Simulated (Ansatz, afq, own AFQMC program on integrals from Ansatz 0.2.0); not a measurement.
# AFQMC, coupled cluster and functionals along a coordinate of Ge2H2, triplet

```yaml
atoms:
  - { symbol: Ge, position_ang: [0.0000, -0.0625, 1.2017] }
  - { symbol: Ge, position_ang: [0.0000, 0.0625, -1.2017] }
  - { symbol: H, position_ang: [0.0000, 1.4524, 1.6545] }
  - { symbol: H, position_ang: [0.0000, -1.4524, -1.6545] }
```

The Ge1–Ge2 distance is changed with both sides rigid. Energies in kJ/mol count from this geometry (2.407 Å) at the same level; the start stands on UHF, each point on the determinant named.

Basis cc-pVDZ. Only valence electrons are correlated. Integrals, coupled cluster, full CI and functionals: Ansatz 0.2.0; the random walks run on the same integrals in our own AFQMC program. The CISD trial takes its coefficients from CCSD amplitudes. Released means that phaseless walkers are propagated on without the constraint, phases kept. Error bars are statistical, one sigma. No spin–orbit coupling.

Cautions, each for one point or more: cluster runs in doubt by the program's own checks; higher spins were not checked; inner d shell frozen; lower spins were not checked; no relativity below Rb; no spin-orbit coupling; the search met a lower determinant of the same kind, perhaps of another symmetry, and this one is a saddle point; unrestricted determinant slightly spin contaminated.

| r(Ge1–Ge2) / Å | det. | T1 | weight | ⟨S²⟩ | CCSD(T) | ph-AFQMC/CISD | CCSDT(Q) | PBE | wB97M-V |
| --- | --- | --- | --- | --- | --- | --- | --- | --- | --- |
| 2.139 | UHF | 0.020 | 0.86 | 2.04 | 63.4 | 59.4 ± 1.7 | 64.2 | 54.4 | 46.2 |
| 2.632 | UHF | 0.026 | 0.85 | 2.05 | 9.9 | 6.3 ± 1.8 | 9.0 | 10.7 | 17.6 |
| 3.344 | UHF¶ | 0.027 | 0.83 | 2.07 | 112.8 | 115.4 ± 1.8 | 108.5 | 106.6 | 131.5 |
| 6.431 | UHF | 0.014 | 0.87 | 2.02 | 181.6 | 180.5 ± 1.2 | 184.7 | 234.3 | 192.2 |

Weight is that of the determinant in the CISD state; at the start T1 is 0.024 and the weight 0.86, and ⟨S²⟩ is 2.04. ¶ marks points with a poor determinant and no full CI, where no value is sure; they don't count among the departures. Symmetry can't show for every point that it stays on the start's state. Largest departures from CCSDT(Q), at the points where its series has closed: CCSD(T) -3.1 kJ/mol at 6.431 (on UHF), ph-AFQMC/CISD -4.8 kJ/mol at 2.139 (on UHF), PBE -9.9 kJ/mol at 2.139, wB97M-V -18.0 kJ/mol at 2.139. Functionals count only at points shown to share the start's state and spin. In this small basis the wave-function levels are far from their limit, so their gap to the functionals isn't the functionals' error. In total energy ph-AFQMC/CISD lies 61 ± 9 meV above CCSDT(Q) at the start, so its agreement along the curve rests in part on cancellation.

Some points may be missing: those where a free walk finds a much lower state, and past Zn most of those on another determinant than at the start.

CCSDT and higher add their correlation energy to the determinant of the CCSD(T) run, since their own runs factorise the integrals more tightly (a shift of under 2 meV). A walk keeps the symmetry of its determinant, which the program's search chose and which needn't be the lowest solution, so a lower state of the same spin and another symmetry isn't excluded.
